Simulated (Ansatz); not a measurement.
System: fluorite BaF2. Method: r²SCAN+rVV10 (PAW; Ansatz, a program for electronic structure).

Total energies, extrapolated to zero smearing (they compare only within this program, potentials and cutoff; free atoms with spin allowed, lowest state found):

```tsv
system	energy (eV/atom)
fluorite BaF2, relaxed	-2529.2807
free Ba atom	-5960.0219
free F atom	-805.5774
```

Q: Work out the cohesive energy per atom.

A: E_coh = [1 × (-5960.0219) + 2 × (-805.5774)]/3 − (-2529.2807) = 5.56 eV/atom. The reference value is 5.36 ± 0.03 eV/atom (worked out here from tabulated enthalpies at 298 K, copied from a table, unchecked, brought to a static lattice with a Debye model, atoms in their spin–orbit ground levels; inputs from the CRC Handbook), a difference of +0.20 eV/atom.

The PAW data were made under PBE.
